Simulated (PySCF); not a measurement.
TDDFT excited states: H4OSi

Species: Si(OH)H3.
SMILES: `O[SiH3]`

Level of theory: PySCF, TDDFT wB97X-D/def2-SVPD, vertical, gas phase, core orbitals frozen in the response. Geometry: PBE0-D3(BJ)/def2-SVP; no solvent, vibrations or thermal averaging.

Q: Predict the UV-vis stick spectrum at this level.

A: 

| state | λ (nm) | E (eV) | f | symmetry | main configurations (H = HOMO, L = LUMO) |
| --- | --- | --- | --- | --- | --- |
| S1 | 170.1 | 7.29 | 0.0023 | A″ | H→L (94%) |
| S2 | 154.0 | 8.05 | 0.014 | A′ | H-1→L (90%) |
| S3 | 142.7 | 8.69 | 0.040 | A″ | H→L+1 (86%) |
| S4 | 138.8 | 8.93 | 0.016 | A″ | H→L+2 (76%), H-1→L+3 (10%), H→L+4 (9%) |
| S5 | 135.4 | 9.16 | 0.110 | A″ | H-2→L (50%), H→L+4 (33%) |
| S6 | 134.2 | 9.24 | 0.076 | A′ | H-1→L+1 (79%), H-3→L (11%) |
| S7 | 131.9 | 9.40 | 0.0066 | A′ | H→L+3 (57%), H-3→L (23%), H-1→L+1 (8%) |
| S8 | 128.8 | 9.63 | 0.210 | A′ | H→L+3 (37%), H-3→L (34%), H-1→L+2 (14%) |
| S9 | 126.2 | 9.83 | 0.0011 | – | H→L+4 (45%), H-2→L (36%) |
| S10 | 124.9 | 9.92 | 0.128 | A″ | H-1→L+3 (74%), H→L+2 (8%) |

Triplets, Tamm–Dancoff:

```
state  E (eV)  λ (nm)  main configurations (H = HOMO, L = LUMO)
   T1    6.98   177.6                                 H→L (91%)
   T2    7.67   161.7                               H-1→L (86%)
   T3    8.43   147.0                  H→L+1 (68%), H→L+2 (12%)
   T4    8.51   145.7                  H→L+2 (74%), H-2→L (10%)
```

The lowest singlet lies at 7.29 eV (170 nm, vacuum ultraviolet) and is very weak; its leading configuration is HOMO→LUMO (94%). The strongest level in the table is S8 at 9.63 eV (129 nm, f = 0.210). Löwdin shares by element: HOMO oxygen 41%, hydrogen 31% or more, silicon 25%; LUMO silicon 36%, oxygen 28%, hydrogen 21% or more. Of the 10 states listed, 7 reach f = 0.01 and none stays under 0.0005. The oscillator strengths of these states sum to 0.604; summed over the whole spectrum of an exact calculation they would give the number of electrons, 26 (Thomas–Reiche–Kuhn). Weighted by f, the mean energy of these states is 9.43 eV. Symmetry labels in Cs follow from the direction of the transition dipole and are given only for states with f of 0.002 or more. The window holds the lowest 10 singlets.
